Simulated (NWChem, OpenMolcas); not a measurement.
## How basis sets differ on BPH4 (SMILES BP)

The species is BPH4 (6 atoms), meant as a singlet with charge 0. SMILES: `BP`. Geometry: relaxed at GFN2-xTB.

```tsv
atom	x (Å)	y (Å)	z (Å)
B	0.0027	-0.8680	0.1189
P	0.3787	0.9288	0.2596
H	-0.7775	-1.3512	0.8429
H	0.6592	-1.5409	-0.5759
H	0.5991	1.3191	-1.0437
H	-0.8623	1.5122	0.3982
```

Quantity: the dipole moment, in D. The values are calculated.

```tsv
level	kind	program	value (D)
HF/STO-3G	Hartree–Fock	OpenMolcas	0.71
HF/3-21G	Hartree–Fock	NWChem	1.15
HF/ANO-S-VDZ (RICD fitting)	Hartree–Fock	OpenMolcas	1.32
HF/def2-SVP	Hartree–Fock	NWChem	0.86
```

The values span 0.71 to 1.32 D. Magnitudes only. Sets without polarisation functions give poor dipoles.
